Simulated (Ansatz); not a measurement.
# NH+ (doublet): how energies converge with the basis set

How large a basis does NH+ (doublet) need? Two functionals and correlated methods are run in growing sets.

The runs use Ansatz 0.2.0, Gaussian basis; one geometry, several basis sets.

Levels to be run: PBE0-D4/def2-SVP; ωB97M-V/def2-SVP; PBE0-D4/def2-QZVPP; ωB97M-V/def2-QZVPP; CCSD(T)/cc-pV(D+d)Z; CCSD(T)/cc-pV(T+d)Z; CCSD(T)/cc-pV(Q+d)Z; the functionals' def2-TZVPP values are taken from earlier runs.

### 1 Structure used throughout

All runs share one geometry, relaxed beforehand with PBE0-D4 in a triple-zeta def2 set.

SMILES `[NH+]`, 2 atoms, charge 1, spin multiplicity 2.

Atoms are counted from 1 here; the program's logs count them from 0.

Bond lengths: N1–H2 1.081 Å.

### 2 PBE0-D4 in def2-SVP

in.yaml

```yaml
crystal:
  periodic: [false, false, false]
  atoms:
    - {symbol: N, position_ang: [-0.000000, -0.000000, 0.005836]}
    - {symbol: H, position_ang: [0.000000, 0.000000, 1.086814]}
basis:
  gaussian: {orbitals: def2-SVP}
total_charge: 1
magnetization: {spin_polarized: true, initial_magnetization: 1}
hamiltonian: {xc: pbe0, dispersion: d4}
output: {orbitals: {seedname: orbitals}}
```

Command:

```sh
$ ansatz run in.yaml --threads 2 --pin off --events-out ev --progress --plain --max-ram 20480MiB --backend cpu
```

After this run come: ωB97M-V in def2-SVP; PBE0-D4 in def2-QZVPP; ωB97M-V in def2-QZVPP; CCSD(T) in cc-pV(D+d)Z; CCSD(T) in cc-pV(T+d)Z; CCSD(T) in cc-pV(Q+d)Z.

**Question.** What will the summary of the whole plan be? Wanted: MP2 correlation recovered, cc-pV(D+d)Z; MP2 correlation recovered, cc-pV(T+d)Z; MP2 correlation recovered, cc-pV(Q+d)Z; CCSD(T) limit from def2 sets; PBE0-D4: double and triple zeta above quadruple; ωB97M-V: double and triple zeta above quadruple.

**Answer**, as computed:

| quantity | value |
| --- | --- |
| MP2 correlation recovered, cc-pV(D+d)Z | 66.8 % |
| MP2 correlation recovered, cc-pV(T+d)Z | 87.5 % |
| MP2 correlation recovered, cc-pV(Q+d)Z | 94.8 % |
| CCSD(T) limit from def2 sets (earlier runs) less the limit of this series | -1 meV |
| PBE0-D4: double and triple zeta above quadruple | 1.88, 0.07 eV |
| ωB97M-V: double and triple zeta above quadruple | 1.95, 0.07 eV |

In words: PBE0-D4 gains 1.81 eV from double to triple zeta, then 0.07 eV more. Correlation climbs from 67 % (cc-pV(D+d)Z) to 95 % (cc-pV(Q+d)Z) of the limit; Hartree-Fock is 0.028 eV from its own by then. A limit from the def2 sets, made apart, differs by 1 meV, a least measure of the doubt on such a limit. Total energies overstate the basis error of differences, where much of it tends to cancel.
